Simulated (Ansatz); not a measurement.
Changing the shape of NH, triplet

Calculated in Ansatz's Gaussian-basis code. Basis cc-pVDZ, nonrelativistic, 1 orbital frozen in the corrections; active space CAS(6,5). Restricted Hartree–Fock, then the lowest state-specific CASSCF solution met for each case. On stretched bonds single-reference methods can fail or change state. Unlike active orbitals can shift such differences by tenths of an eV, at times by over 1 eV.

Case A: bond length 1.1305 Å.

Case B: bond length 0.9630 Å.

Case C: bond length 1.0468 Å.

Energy less that of case A, in eV:

| case | RHF/ROHF |
| --- | --- |
| B | -0.072 |
| C | -0.173 |

What does SC-NEVPT2 give for these differences?

B: +0.121 eV (2.8 kcal/mol); C: -0.074 eV (-1.7 kcal/mol).

Which case is lowest, and do the methods agree?

C is lowest in SC-NEVPT2. Of the methods shown, RHF/ROHF agrees.
